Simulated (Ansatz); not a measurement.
Ideal-gas functions of H2S2Si, SMILES `S[Si]S` at 800 K and 1 bar, from an Ansatz frequency run at PBE0-D4/def2-TZVP.

Molar mass 94.24 g/mol, point group Cs (symmetry number 1), electronic degeneracy 1, moments of inertia 41.214, 175.777, 216.992 u Å². Harmonic wavenumbers (cm⁻¹, unscaled): 181, 306, 399, 482, 508, 687, 770, 2677, 2701.

Use S(trans) = R[1.5 ln M + 2.5 ln T − 1.1517]; rotational temperatures θ = 24.2544 K / I; S(rot) = R[ln(√π/σ · √(T³/θAθBθC)) + 1.5]; for each mode x = 1.438777 ν̃/T, S = R[x/(eˣ − 1) − ln(1 − e⁻ˣ)] and H = RT x/(eˣ − 1); 1 cm⁻¹ = 0.0119627 kJ/mol; R = 8.31446 J/(mol·K).

Q: By hand: the entropy, in J/(mol·K).

A: Translation 186.1. Rotation: θ = 0.5885, 0.138, 0.1118 K, giving 120.1. Vibration, mode by mode: 17.68, 13.38, 11.25, 9.76, 9.35, 7.07, 6.24, 0.40, 0.38, in all 75.5. Electronic 0.0. Sum 381.7 J/(mol·K).

Q: By hand: H − E and G − E in kJ/mol, counted from the electronic energy.

A: Zero-point energy ½ × 8711 × 0.0119627 = 52.1; thermal vibration 30.4; translation, rotation and pV give 4 RT = 26.6. H − E = 109.1 kJ/mol, and G − E = 109.1 − 800 × 381.7/1000 = -196.3 kJ/mol.

Vibration gives 20 % of the entropy. The sum counts one conformer and one mirror image; others add a mixing term.
